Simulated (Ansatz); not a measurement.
The parent structure is Ni in the fcc (Cu type) structure (space group Fm-3m, No. 225; a = 3.5188 Å; ferromagnetic).

Level of theory: PBE/PAW in Ansatz (a first-principles code), no spin-orbit coupling, earlier PAW set.

It is then changed as follows: full substitution Ni → Pd; the structure is relaxed again.

Measured lattice parameter a: Ni 3.508 Å (static lattice; corrected from measurement; as listed in Daniel Mejia-Rodriguez, S. B. Trickey, Phys. Rev. B (2018)); Pd 3.876 Å (static lattice; corrected from measurement; as listed in Daniel Mejia-Rodriguez, S. B. Trickey, Phys. Rev. B (2018)).

**Question.** How well does PBE reproduce the measured shift?

**Answer.** With PBE the lattice parameter a moves by +0.424 Å (3.519 → 3.943) against +0.368 Å measured.

The magnetic state is the one reached from the starting moments; the real material's order can differ, and small cells can't hold many antiferromagnetic ones. No phonon test of stability was made. Spin-polarised in the final run: base; the other runs are not. Pd lies near a magnetic instability that expansion can trigger; it was not tested.
